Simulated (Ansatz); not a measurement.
Mulliken charges of H2MgO, SMILES `[OH][MgH]` from B3LYP/def2-TZVPP in Ansatz (PBE0-D4/def2-TZVP geometry).

```json
{"atom": "O1", "x (Å)": "0.370", "y (Å)": "-0.875", "z (Å)": "0.515", "charge (e)": "-0.645"}
{"atom": "Mg2", "x (Å)": "-0.218", "y (Å)": "0.544", "z (Å)": "-0.344", "charge (e)": "0.679"}
{"atom": "H3", "x (Å)": "0.685", "y (Å)": "-1.638", "z (Å)": "0.978", "charge (e)": "0.159"}
{"atom": "H4", "x (Å)": "-0.783", "y (Å)": "1.908", "z (Å)": "-1.169", "charge (e)": "-0.193"}
```

Problem. By hand: the dipole of these point charges (1 e Å = 4.8032 D).

Solution. Σ q r = (-0.127, 0.305, -0.185) e Å, of length 0.379 e Å = 1.82 D.

Problem. How does the dipole of the full density compare? (Estimate.)

Solution. Computed: (0.042, -0.102, 0.062) e Å, 0.61 D; the point charges give 2.98 times that, at 180° from its direction, so they point the opposite way.

Point charges leave out the atoms' own dipoles, such as those of lone pairs, and Mulliken's split depends on the basis, so the two needn't agree.

B3LYP here is the variant with VWN-RPA as its local correlation; programs differ in this.
